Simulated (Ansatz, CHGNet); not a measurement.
For zinc-blende CdSe, the machine-learned potential CHGNet-r²SCAN (trained on r²SCAN data) gives:

```
Quantity                                 Value
------------------------------  --------------
equilibrium lattice constant a         6.135 Å
formation enthalpy              -0.737 eV/atom
```

Question: What does r²SCAN+rVV10 (plane waves, PAW; Ansatz, a quantum-chemistry and plane-wave program) give for the same quantities?

Answer: 
- lattice constant a: 6.102 Å (decreases by 0.5 %)
- formation enthalpy: -0.726 eV/atom (moves by +0.011 eV/atom)

For comparison: lattice constant a 6.077 Å (measured, room temperature, not corrected to a static lattice, our sources range from 6.052 to 6.084; as tabulated in arXiv:1206.3780).

Changes are worked out from the printed values.

Unless a cell is named, each level is at its own relaxed cell (CHGNet-r²SCAN 28.86, r²SCAN+rVV10 28.40 Å³/atom).

Ansatz's density-functional and Hartree–Fock values are scalar-relativistic unless marked +SOC, with PAW data made under PBE.
